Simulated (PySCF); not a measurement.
# How methods differ on the ionisation energy of B

B [He] 2s2 2p1 (2P) → B⁺ [He] 2s2 (1S), as a difference of total energies. All numbers are calculated (PySCF 2.14, scalar relativity by spin-free X2C-1e, in x2c-TZVPPall with one added diffuse shell each of s, p, d type (6s4p3d1f, 40 functions)). Correlated levels: valence and next inner shell: nothing frozen. The calculations carry no spin-orbit coupling.

```csv
method,ionisation energy (eV)
UHF,8.040
MP2 (valence and next inner shell),8.269
SCS-MP2 (valence and next inner shell),8.235
CCSD (valence and next inner shell),8.189
CCSD(T) (valence and next inner shell),8.223
CCSDT (valence and next inner shell),8.235
```

Errors of the correlated levels include the incompleteness of this basis.

Problem. Which method comes closest to the reference value, and which is furthest?

Solution. The reference is 8.297 eV (measured; NIST levels, between the centres of gravity of the two terms). Closest: MP2 (valence and next inner shell) (error -0.028 eV); furthest: UHF (error -0.257 eV).
